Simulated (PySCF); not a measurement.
The potential of point charges around `C[SiH-]Cl`

Species: `[SiH-](C)Cl`, charge -1. Coordinates (GFN2-xTB, Å) and charges (e) from the PBE0/pcSseg-1 density (PySCF):

```
atom       x       y       z  Mulliken      IAO  Hirshfeld  ESP-fitted
  C1  -0.816   0.023   0.027   -0.6072  -0.6926    -0.2604     +0.1767
 Si2   0.943   0.540   0.594   +0.1786  +0.0482    -0.1695     -0.7408
 Cl3   2.008  -1.468   0.279   -0.6161  -0.5210    -0.4044     -0.3650
  H4  -1.297  -0.623   0.764   +0.0895  +0.1223    +0.0046     -0.0147
  H5  -0.847  -0.502  -0.932   +0.0907  +0.1130    +0.0003     -0.0619
  H6  -1.438   0.919  -0.064   +0.0727  +0.1152    +0.0044     -0.0425
  H7   1.451   1.116  -0.694   -0.2082  -0.1850    -0.1749     +0.0483
```

Points outside the species (Å): A (5.6, 1.0, 0.0); B (-1.2, -0.6, -4.5); C (0.2, 5.2, -0.6); D (-1.8, 5.8, -5.3).

Find the potential V = 14.3996 V·Å × Σ q/r of each set of charges at these points.

In volts:

| point | nearest atom | distance (Å) | Mulliken | IAO | Hirshfeld | ESP-fitted |
| --- | --- | --- | --- | --- | --- | --- |
| A | H7 | 4.21 | -3.021 | -3.014 | -3.008 | -3.158 |
| B | H5 | 3.59 | -2.749 | -2.738 | -2.733 | -2.517 |
| C | H7 | 4.27 | -2.432 | -2.510 | -2.608 | -2.625 |
| D | H6 | 7.17 | -1.639 | -1.655 | -1.679 | -1.614 |

How far are the other sets from the ESP-fitted one at these points?

Root-mean-square difference: Hirshfeld 0.135 V, IAO 0.145 V, Mulliken 0.166 V. The ESP scheme is a least-squares fit of atom-centred charges to the potential on four shells outside the van der Waals surface, with the total charge fixed.

What energy would a point charge of +2 e have at A in the field of the ESP charges, leaving out polarisation?

-6.315 eV = -609.3 kJ/mol, an attraction. The total charge alone, placed at the mean of the coordinates, would give -5.063 eV.

Isolated species at its GFN2-xTB geometry, gas phase. The pcSseg-1 basis has no diffuse functions, a weakness for an anion. The HOMO energy is positive at this level (+0.03 eV), so the outermost electrons may be held by the finite basis alone.
